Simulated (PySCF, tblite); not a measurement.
Species: C3H5N3.
SMILES: `Cn1cnnc1`

Theory: PBE0/pcSseg-1 in PySCF (dipole) on a GFN2-xTB geometry, gas phase.

Take the most abundant isotopes and a rigid rotor. 

Question: Give the principal moments of inertia and the rotational constants in MHz.

Answer: Ia = 51.90, Ib = 136.10, Ic = 184.82 u·Å²; 505379 MHz·u·Å²/I gives A = 9737, B = 3713, C = 2734 MHz.

Question: Classify the top.

Answer: An asymmetric top; Ray's κ = -0.720.

Question: What does the inertial defect say?

Answer: Not planar: Δ = Ic − Ia − Ib = -3.18 u·Å². For a rigid frame Δ = −2 Σ m c², so Σ m c² = 1.59 u·Å² lies off the ab plane, practically all of it from hydrogen. The atom farthest from that plane is 1.04 Å away.

Question: Give the other two planar moments, Paa and Pbb, and the rms extents of the mass along the axes.

Answer: Paa = Σ m a² = (Ib + Ic − Ia)/2 = 134.51 and Pbb = Σ m b² = (Ia + Ic − Ib)/2 = 50.31 u·Å². With the mass M = 83.05 u, the rms extents √(P/M) along a, b and c are 1.27, 0.78, 0.14 Å.

Question: Give the coordinates in the principal-axis frame, origin at the centre of mass.

Answer: The sense of each axis is arbitrary; atoms in the order of the calculation.
| atom | mass (u) | a (Å) | b (Å) | c (Å) |
| --- | --- | --- | --- | --- |
| C1 | 12.000 | -2.120 | 0.000 | 0.008 |
| N2 | 14.003 | -0.686 | 0.001 | -0.011 |
| C3 | 12.000 | 0.159 | -1.067 | -0.004 |
| N4 | 14.003 | 1.395 | -0.671 | 0.005 |
| N5 | 14.003 | 1.396 | 0.670 | 0.005 |
| C6 | 12.000 | 0.160 | 1.068 | -0.004 |
| H7 | 1.008 | -2.494 | 0.883 | -0.510 |
| H8 | 1.008 | -2.491 | -0.894 | -0.493 |
| H9 | 1.008 | -2.493 | 0.010 | 1.036 |
| H10 | 1.008 | -0.169 | -2.086 | -0.009 |
| H11 | 1.008 | -0.165 | 2.087 | -0.010 |

Question: Where do the levels up to J = 4 lie, in cm⁻¹?

Answer: Above 0(0,0):
J = 1: 1(0,1) 0.2151, 1(1,1) 0.4160, 1(1,0) 0.4487
J = 2: 2(0,2) 0.6416, 2(1,2) 0.8135, 2(1,1) 0.9115, 2(2,1) 1.5143, 2(2,0) 1.5179
J = 3: 3(0,3) 1.2724, 3(1,3) 1.4076, 3(1,2) 1.6032, 3(2,2) 2.1595, 3(2,1) 2.1775, 3(3,1) 3.2480, 3(3,0) 3.2483
J = 4: 4(0,4) 2.0985, 4(1,4) 2.1960, 4(1,3) 2.5207, 4(2,3) 3.0169, 4(2,2) 3.0691, 4(3,2) 4.1149, 4(3,1) 4.1167, 4(4,1) 5.6298, 4(4,0) 5.6298

Question: Which lines would a microwave search look for?

Answer: The dipole components are |μa| = 6.31 D, |μb| = 0.00 D, |μc| = 0.02 D; the mirror of this Cs structure is the ac plane, so μb vanishes by symmetry and there are no b-type lines. Intensities carry the squares of the components, which stand as 1.00 : 0.00 (a : c). Some lines, for components of 0.1 D or more:

```json
{"type": "a", "branch": "Q", "J(Ka,Kc)": "1(1,0) ← 1(1,1)", "MHz": "979", "lower level (cm⁻¹)": "0.416"}
{"type": "a", "branch": "Q", "J(Ka,Kc)": "4(2,2) ← 4(2,3)", "MHz": "1564", "lower level (cm⁻¹)": "3.017"}
{"type": "a", "branch": "Q", "J(Ka,Kc)": "2(1,1) ← 2(1,2)", "MHz": "2937", "lower level (cm⁻¹)": "0.814"}
{"type": "a", "branch": "Q", "J(Ka,Kc)": "5(2,3) ← 5(2,4)", "MHz": "3435", "lower level (cm⁻¹)": "4.084"}
{"type": "a", "branch": "Q", "J(Ka,Kc)": "3(1,2) ← 3(1,3)", "MHz": "5865", "lower level (cm⁻¹)": "1.408"}
{"type": "a", "branch": "R", "J(Ka,Kc)": "2(1,2) ← 1(1,1)", "MHz": "11917", "lower level (cm⁻¹)": "0.416"}
{"type": "a", "branch": "R", "J(Ka,Kc)": "2(0,2) ← 1(0,1)", "MHz": "12786", "lower level (cm⁻¹)": "0.215"}
{"type": "a", "branch": "R", "J(Ka,Kc)": "2(1,1) ← 1(1,0)", "MHz": "13874", "lower level (cm⁻¹)": "0.449"}
{"type": "a", "branch": "Q", "J(Ka,Kc)": "5(1,4) ← 5(1,5)", "MHz": "14470", "lower level (cm⁻¹)": "3.176"}
{"type": "a", "branch": "R", "J(Ka,Kc)": "3(1,3) ← 2(1,2)", "MHz": "17810", "lower level (cm⁻¹)": "0.814"}
{"type": "a", "branch": "R", "J(Ka,Kc)": "3(2,2) ← 2(2,1)", "MHz": "19343", "lower level (cm⁻¹)": "1.514"}
{"type": "a", "branch": "R", "J(Ka,Kc)": "3(1,2) ← 2(1,1)", "MHz": "20739", "lower level (cm⁻¹)": "0.911"}
{"type": "a", "branch": "R", "J(Ka,Kc)": "4(0,4) ← 3(0,3)", "MHz": "24767", "lower level (cm⁻¹)": "1.272"}
{"type": "a", "branch": "R", "J(Ka,Kc)": "4(2,3) ← 3(2,2)", "MHz": "25705", "lower level (cm⁻¹)": "2.160"}
{"type": "a", "branch": "R", "J(Ka,Kc)": "4(3,2) ← 3(3,1)", "MHz": "25989", "lower level (cm⁻¹)": "3.248"}
{"type": "a", "branch": "R", "J(Ka,Kc)": "4(3,1) ← 3(3,0)", "MHz": "26036", "lower level (cm⁻¹)": "3.248"}
{"type": "a", "branch": "R", "J(Ka,Kc)": "4(2,2) ← 3(2,1)", "MHz": "26729", "lower level (cm⁻¹)": "2.178"}
{"type": "a", "branch": "R", "J(Ka,Kc)": "4(1,3) ← 3(1,2)", "MHz": "27504", "lower level (cm⁻¹)": "1.603"}
{"type": "a", "branch": "R", "J(Ka,Kc)": "5(1,5) ← 4(1,4)", "MHz": "29385", "lower level (cm⁻¹)": "2.196"}
{"type": "a", "branch": "R", "J(Ka,Kc)": "5(3,3) ← 4(3,2)", "MHz": "32542", "lower level (cm⁻¹)": "4.115"}
{"type": "a", "branch": "R", "J(Ka,Kc)": "5(3,2) ← 4(3,1)", "MHz": "32701", "lower level (cm⁻¹)": "4.117"}
{"type": "a", "branch": "R", "J(Ka,Kc)": "5(2,3) ← 4(2,2)", "MHz": "33866", "lower level (cm⁻¹)": "3.069"}
{"type": "a", "branch": "R", "J(Ka,Kc)": "5(1,4) ← 4(1,3)", "MHz": "34120", "lower level (cm⁻¹)": "2.521"}
```

Question: Estimate the classical rotational partition function at 100 K, 200 K and 298.15 K.

Answer: Point group Cs, symmetry number σ = 1; q = (√π/σ)·√((kT/h)³/(ABC)), k/h = 20836.6 MHz/K: 17000 at 100 K, 48000 at 200 K, 87300 at 298.15 K.

Its lowest GFN2-xTB frequency is 11i cm⁻¹, too small to tell a flat minimum from a shallow saddle. Constants of a rigid frame at the computed geometry: no zero-point averaging, no centrifugal distortion. A rigid rotor knows nothing of internal rotation, which can split or shift real lines. Quadrupole hyperfine structure (14N) is left out.
